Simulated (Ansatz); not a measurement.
**Redistribution: C2H7N + SiH3(CN) → C2H8Si + CH2N2**

Species: C2H7N (ethanamine) `CCN`, singlet; SiH3(CN) (silyl cyanide), singlet; C2H8Si `CC[SiH3]`, singlet; CH2N2 (cyanamide) `N#CN`, singlet. The partners trade NH2 for SiH3; both sit on C, so the bond types are kept.

Shapes, held fixed at every level: PBE0-D4/def2-TZVP. Flexible molecules stand in one conformer, not always the lowest. Programs: Ansatz 0.2.0. The zero-point and thermal change to 298 K, harmonic and unscaled (PBE0-D4/def2-TZVP), is -3.4 kJ/mol.

```tsv
level	kind	ΔH(298 K) (kJ/mol)	less CCSD(T)/CBS estimate	CPU time (sum over the molecules)
HF/def2-TZVPP	Hartree–Fock	+19.8	+0.2	–
SPW92/def2-TZVPP	LDA	-12.8	-32.4	7.6 s
PBE-D4/def2-TZVPP	GGA	-2.8	-22.4	14 s
PBE0-D4/def2-TZVPP	global hybrid	-1.5	-21.1	13 s
wB97M-V/def2-TZVPP	range-separated hybrid	+10.2	-9.4	53 s
wB97X-V/def2-TZVPP	range-separated hybrid	+9.4	-10.2	39 s
MP2/def2-SVP	perturbation theory	+11.7	-7.9	–
CCSD(T)/CBS estimate	coupled cluster or CI	+19.6	0.0	10 min
```

The highest level, CCSD(T)/CBS estimate, gives ΔH(298 K) = +19.6 kJ/mol; the levels span -12.8 to +19.8. They disagree on the sign: 5 of 8 are positive. The column of differences is taken from that level and isn't an error. No measured value is set beside it here. The CBS estimate extrapolates MP2 from def2-TZVPP and def2-QZVPP and adds CCSD(T) − MP2 in the triple-zeta set, cores frozen. Times are processor times on shared x86 and Arm servers, and rough.
